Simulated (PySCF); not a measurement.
One molecule, a ladder of functionals, a line

Molecule: SMILES FC(F)CS, C$_{2}$H$_{4}$F$_{2}$S.

Molfile (atoms numbered from 1):
```
C2H4F2S
     RDKit          3D

  9  8  0  0  0  0  0  0  0  0999 V2000
   -1.3184    1.0195   -0.2211 F   0  0  0  0  0  0  0  0  0  0  0  0
   -0.8987   -0.2241    0.1152 C   0  0  0  0  0  0  0  0  0  0  0  0
   -1.0921   -0.3841    1.4358 F   0  0  0  0  0  0  0  0  0  0  0  0
    0.5557   -0.3934   -0.2523 C   0  0  0  0  0  0  0  0  0  0  0  0
    1.6679    0.7783    0.5674 S   0  0  0  0  0  0  0  0  0  0  0  0
   -1.5376   -0.9514   -0.4196 H   0  0  0  0  0  0  0  0  0  0  0  0
    0.6559   -0.3344   -1.3468 H   0  0  0  0  0  0  0  0  0  0  0  0
    0.8848   -1.3960    0.0576 H   0  0  0  0  0  0  0  0  0  0  0  0
    1.0825    1.8856    0.0639 H   0  0  0  0  0  0  0  0  0  0  0  0
  1  2  1  0
  2  3  1  0
  2  4  1  0
  4  5  1  0
  2  6  1  0
  4  7  1  0
  4  8  1  0
  5  9  1  0
M  END
```

GIAO shieldings (ppm, equivalent atoms averaged) in PySCF 2.14 on the PBE0-D3(BJ)/def2-SVP geometry, basis pcSseg-2, gas phase, non-relativistic:

| functional | exact exchange (%) | σ(F1/F3) | σ(C2) | σ(C4) |
| --- | --- | --- | --- | --- |
| BLYP | 0 | 295.0 | 51.4 | 136.3 |
| BP86 | 0 | 297.6 | 56.5 | 142.0 |
| PBE | 0 | 296.0 | 56.4 | 142.2 |
| B3LYP | 20 | 309.5 | 59.2 | 142.3 |
| PBE0 | 25 | 314.0 | 65.7 | 149.1 |
| BHandHLYP | 50 | 327.3 | 69.9 | 149.7 |
| HF | 100 | 352.4 | 87.2 | 160.6 |

Q: Fit each shielding as a line in the percentage of exact exchange.

A: σ(F1/F3) = 297.3 + 0.57 x (rms 1.7 ppm); σ(C2) = 54.8 + 0.32 x (rms 2.1 ppm); σ(C4) = 140.4 + 0.20 x (rms 2.4 ppm). The functionals also differ in their semilocal parts, which the line can't hold; Hartree–Fock has no correlation at all.

Q: What does the line predict for mPW1PW91 (25 %), and what does the run give?

A: σ(F1/F3): 311.6 predicted, 314.6 computed; σ(C2): 62.8 predicted, 65.0 computed; σ(C4): 145.4 predicted, 148.3 computed ppm.
